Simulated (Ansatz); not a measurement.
## A ladder of methods for CH2BN (SMILES BC#N)

CH2BN has 5 atoms, charge 0, and is taken as a singlet. SMILES: `BC#N`. The coordinates come from a PBE0-D4/def2-TZVP relaxation.

```jsonl
{"atom": "B", "x (Å)": "-0.2192", "y (Å)": "0.4413", "z (Å)": "-0.3419"}
{"atom": "C", "x (Å)": "0.3527", "y (Å)": "-0.6967", "z (Å)": "0.4907"}
{"atom": "N", "x (Å)": "0.7865", "y (Å)": "-1.5596", "z (Å)": "1.1222"}
{"atom": "H", "x (Å)": "-0.7443", "y (Å)": "0.1874", "z (Å)": "-1.3776"}
{"atom": "H", "x (Å)": "-0.1259", "y (Å)": "1.5540", "z (Å)": "0.0653"}
```

Each level gives the vertical ionisation energy (to the doublet cation) (eV). The values are calculated.

| level | kind | program | value (eV) | less FCI/STO-3G | CPU time (all runs) |
| --- | --- | --- | --- | --- | --- |
| B3LYP/STO-3G | global hybrid | Ansatz | 11.59 | +0.83 | 3.4 s |
| BHLYP/STO-3G | global hybrid | Ansatz | 11.58 | +0.82 | 3 s |
| PBE0/STO-3G | global hybrid | Ansatz | 11.60 | +0.84 | 3.4 s |
| CAM-B3LYP/STO-3G | range-separated hybrid | Ansatz | 11.69 | +0.93 | 3.9 s |
| wB97M-V/STO-3G | range-separated hybrid | Ansatz | 11.63 | +0.87 | 43 s |
| CCSD(T)/STO-3G | coupled cluster or CI | Ansatz | 10.76 | 0.00 | 0.6 s |
| CCSDT/STO-3G | coupled cluster or CI | Ansatz | 10.73 | -0.03 | 2 s |
| CCSDTQ/STO-3G | coupled cluster or CI | Ansatz | 10.76 | 0.00 | 78 s |
| FCI/STO-3G | exact in the basis | Ansatz | 10.76 | 0.00 | 4.6 min |

FCI/STO-3G is exact within its basis and frozen core, so for wave-function methods in that basis the difference is their error; functionals converge differently with the basis, so for them it is only a difference. The values span 10.73 to 11.69 eV. Spin contamination of the reference (⟨S²⟩ at least 0.1 too high) touches CCSD(T)/STO-3G, CCSDT/STO-3G, CCSDTQ/STO-3G. All rows use very small basis sets, so none should be taken for the real molecule's value. CPU times are rough (shared hosts, several kinds of processor and program).
